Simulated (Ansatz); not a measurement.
A run of Ansatz (development build ahead of 0.2.0) on singlet NH₄(+) at this shape:

```
atom    x (Å)    y (Å)    z (Å)
   N  -0.0009   0.0000   0.0005
   H   0.5942   0.5949   0.5954
   H   0.5952  -0.5939  -0.5941
   H  -0.5939   0.5949  -0.5952
   H  -0.5942  -0.5953   0.5949
```

Its results:

```yaml
Converged: yes
Reference_energy: -56.56211 hartree
Correlation_energy: -0.21947 hartree
Total_energy: -56.78158 hartree
Spin_squared_of_the_determinant: 0.000
```

Problem. Which input gives this output? Name the method, the orbitals and the basis set, and write the input.

Solution. RHF-MP2 in def2-TZVP. An unrestricted run that stays on the closed shell gives the same numbers.

```yaml
crystal:
  periodic: [false, false, false]
  atoms:
    - { symbol: "N", position_ang: [-0.00087, -4.0e-05, 0.0005] }
    - { symbol: H, position_ang: [0.59421, 0.59488, 0.59535] }
    - { symbol: H, position_ang: [0.59524, -0.59392, -0.59415] }
    - { symbol: H, position_ang: [-0.5939, 0.59489, -0.59518] }
    - { symbol: H, position_ang: [-0.59425, -0.59533, 0.59495] }
basis:
  gaussian: { orbitals: def2-TZVP }
total_charge: 1
hamiltonian:
  xc: hf
correlation:
  method: mp2
  frozen_orbitals: { H: 0, "N": 1 }
```
